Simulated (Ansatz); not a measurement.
Input for Ansatz (development build ahead of 0.2.0):

```yaml
crystal:
  periodic: [false, false, false]
  atoms:
    - { symbol: Mg, position_ang: [0.0, 0.0, 0.0] }
    - { symbol: H, position_ang: [0.0, 0.0, 4.816] }
basis:
  gaussian: { orbitals: pcseg-2 }
magnetization:
  spin_polarized: true
  initial_magnetization: 3
hamiltonian:
  xc: pbe0
```

The input is written out in the form of the current development build from the run's settings.

The run gave:

```json
{
 "Converged": "yes",
 "Total energy": "-200.37307 hartree",
 "Spin squared of the determinant": "3.750",
 "Stability test": "minimum"
}
```

Caution: charge can spread falsely over distant fragments; another spin multiplicity may lie lower.
